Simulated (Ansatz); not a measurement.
## Relaxing RbGe₂

Theory: DFT PBE, scalar-relativistic, plane waves, PAW (Ansatz 0.2.0). Cutoff 420 eV, Γ-centred k mesh, Gaussian smearing, no spin polarisation in the final step.

The start puts RbGe₂ on the ThSi2 structure type (I4_1/amd, No. 141), with Rb in place of Th, Ge in place of Si, at a guessed volume.

```
CELL_PARAMETERS angstrom
-2.23314 2.23314 7.76458
2.23314 -2.23314 7.76458
2.23314 2.23314 -7.76458
ATOMIC_POSITIONS crystal
Rb 0.00000 0.00000 0.00000
Rb 0.75000 0.25000 0.50000
Ge 0.41650 0.41650 0.00000
Ge 0.16650 0.66650 0.50000
Ge 0.33350 0.83350 0.50000
Ge 0.58350 0.58350 0.00000
```

Steps on the 6×6×6 mesh (6 atoms). 5 of 5 steps are shown, and the free energy counts from the last. Trial steps that were taken back and renewals of the plane-wave basis can be among the rows.

| step | ΔF (meV/atom) | V (Å³/atom) | P (GPa) | largest force component (eV/Å) |
| --- | --- | --- | --- | --- |
| 1 | 107.7 | 25.81 | 5.97 | 0.010 |
| 2 | 28.7 | 28.57 | 1.87 | 0.121 |
| 3 | 6.3 | 30.19 | 0.23 | 0.121 |
| 4 | 2.9 | 30.66 | -0.08 | 0.002 |
| 5 | 0.0 | 30.66 | 0.12 | 0.001 |

A final relaxation ran on a 12×12×12 mesh. The relaxed crystal, I4_1/amd (No. 141):

```cif
data_structure
_symmetry_space_group_name_H-M 'I4_1/amd:1'
_symmetry_Int_Tables_number 141
_cell_length_a 4.9871
_cell_length_b 4.9871
_cell_length_c 14.9361
_cell_angle_alpha 90.000
_cell_angle_beta 90.000
_cell_angle_gamma 90.000
_cell_volume 371.49
loop_
_atom_site_label
_atom_site_type_symbol
_atom_site_symmetry_multiplicity
_atom_site_Wyckoff_symbol
_atom_site_fract_x
_atom_site_fract_y
_atom_site_fract_z
_atom_site_occupancy
Rb1 Rb 4 a 0.00000 0.00000 0.00000 1
Ge1 Ge 8 e 0.00000 0.00000 0.41447 1
```

```
Volume per atom          : 30.96 Å³
Density                  : 4.13 g/cm³
Energy over the elements : 0.07 eV/atom
Gap on the 12×12×12 mesh : 0 eV (a metal)
```

Energies over the elements count from the elements' standard structures at the same level, with no empirical corrections.

The final run used a 12×12×12 mesh on its 6-atom cell and 0.10 eV smearing. The k mesh leaves about 4 meV/atom of noise in metals.

A structure relaxed within its symmetry needn't be a true minimum.

Cost: 3 runs of about 6.9 core-minutes in all, on Intel Xeon Platinum 8375C (Ice Lake) (shared hosts).